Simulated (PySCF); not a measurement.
Work out the structure from these simulated measurements.

Formula: CH3NSi.

- XPS: Si2p3/2 108.3, C1s 292.0, N1s 405.4, Si1s 1848.1 eV [ΔSCF SCAN, pcX-2 on the ionised atom, pcseg-1 elsewhere, spin-free X2C, 2p3/2 from a spin–orbit splitting computed afterwards within the 2p shell]
- UV, first state: lowest singlet excitation: 7.22 eV (172 nm, f = 0.000) [TDDFT CAM-B3LYP/def2-SVPD]
- Polarisability: 41.7 au [CAM-B3LYP/def2-SVPD]
- Dipole: 3.79 D [CAM-B3LYP/def2-SVPD]
- Rotational structure: rotational constants A, B, C: 84.915, 4.957, 4.957 GHz [GFN2-xTB]
- Triplet: lowest triplet excitation (Tamm–Dancoff): 5.99 eV [TDA CAM-B3LYP/def2-SVPD]

The electronic properties come from PySCF, for the isolated species, density fitting. Levels stand in brackets. Isolated species at its GFN2-xTB geometry, gas phase.

**Question.** What is the compound? Reason from the data.

**Answer.** Numbering: `[N:1]#[C:2][SiH3:3]`. Its formula, CH3NSi, gives 2 degrees of unsaturation: 0 rings and 2 π bonds in the structure found. The core levels belong to: Si2p3/2 108.3 eV, SiH3 silicon [Si3]; C1s 292.0 eV, cyano carbon [C2]; N1s 405.4 eV, cyano nitrogen [N1]; Si1s 1848.1 eV, SiH3 silicon [Si3]. The optimised geometry has point group C3v and is a prolate symmetric top. Structure: silyl cyanide (`N#C[SiH3]`). The assignments are read from this structure; whether some other isomer fits the data as well wasn't checked.
